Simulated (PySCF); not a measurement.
## BHF, doublet: molecular constants

Computed with PySCF, UPBE0, basis B def2-TZVP, H def2-TZVP, F def2-TZVP (no relativity, density fitting).

The structure is a minimum.

Coordinates in bohr (charge 0 multiplicity 2):
```
B    -0.6721   -0.1257   -1.3005
H     0.5737    0.1073   -3.1953
F     0.3590    0.0671    0.9228
```

| Quantity | Value |
| --- | --- |
| Point group | Cs |
| Bond lengths | B–F 1.301 Å, B–H 1.206 Å |
| Bond angles | F–B–H 121.0° |
| Entropy at 298.15 K and 1 bar (electronic part: spin only) | 228.1 J/(mol K) |
| Atomisation energy without zero-point energy | 986 kJ/mol |
| Principal quadrupole moments (Buckingham, traceless) about the centre of mass | -2.07, 0.15, 1.92 D Å |
| Heat capacity Cp at 298.15 K | 35.4 J/(mol K) |
| Dipole moment | 0.60 D |
| Lowest empty level (α) | -1.47 eV |
| Rotational symmetry number | 1 |
| Rotational constants | 19.17, 1.205, 1.133 cm⁻¹ |
| Enthalpy at 298.15 K above 0 K | 10.04 kJ/mol |
| Highest occupied level (α) | -6.22 eV |
| Principal polarisabilities | 16.2, 17.0, 19.1 bohr³ |
| Spin squared ⟨S²⟩ | 0.752 |
| Zero-point energy | 29.1 kJ/mol |

Harmonic modes (masses in u: B 11.009, H 1.008, F 18.998):
| symmetry | ω (cm⁻¹) | IR (km/mol) | μ (u) |
| --- | --- | --- | --- |
| a' | 998 | 43.1 | 1.24 |
| a' | 1342 | 169 | 10.29 |
| a' | 2533 | 94.8 | 1.09 |

Charges (e):
```json
{"atom": "B1", "Mulliken": "0.13", "Löwdin": "-0.38", "polar tensor": "0.52", "spin (Mulliken)": "0.88", "Mayer order to B1": "–"}
{"atom": "H2", "Mulliken": "0.04", "Löwdin": "0.04", "polar tensor": "-0.08", "spin (Mulliken)": "0.09", "Mayer order to B1": "0.93"}
{"atom": "F3", "Mulliken": "-0.17", "Löwdin": "0.34", "polar tensor": "-0.44", "spin (Mulliken)": "0.03", "Mayer order to B1": "1.30"}
```

Mulliken populations on B1: s 3.19, p 1.53, d 0.13, f 0.02.

Outer orbital energies (eV). α occupied: -16.46, -14.24, -13.76, -12.24, -6.22; empty: -1.47, 1.53, 2.32, 3.28. β occupied: -16.22, -13.74, -13.72, -11.55; empty: -1.43, -0.75, 1.78, 2.64.

Other isomers or separated fragments may lie lower.

The final relaxation and frequency run took 16 s on 2 threads of a shared Arm Neoverse V2 host, with 68 basis functions and 14 gradients; the process peaked at 0.67 GiB.
